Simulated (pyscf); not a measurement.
PySCF, gas phase, ωB97X-D3(BJ)/def2-SVP geometries. Correlated levels are frozen-core, on RHF or UHF. ΔMP2 is the change of the MP2 total energy from the triple- to the quadruple-zeta basis.

Question: Estimate the classical barrier height and the reaction energy of `[CH3][Al]` [singlet] + `[ClH]` -> `[Al][Cl]` [singlet] + `[CH4]` at CCSD(T)/def2-TZVPP + ΔMP2(QZVPP). The step runs on the singlet surface, breaks Al–C, Cl–H and forms Al–Cl, C–H; take the separated reactants as zero.

Answer: ΔE‡ = 0.13 eV, ΔE = -2.32 eV. Zero-point energy shifts the barrier by +0.04 eV. It is a four-centre exchange, with an imaginary mode of 374i cm⁻¹. On the reactant side the descent ends in a complex, 0.19 eV under the separated species and 0.18 eV under the saddle at ωB97X-D3(BJ)/def2-TZVP. At ωB97X-D3(BJ) the barrier from the zero used here is -0.01 eV. One saddle was located; it need not be the lowest between these sides. The CCSD(T) − MP2 part came from Ansatz, without density fitting, on the same reference.
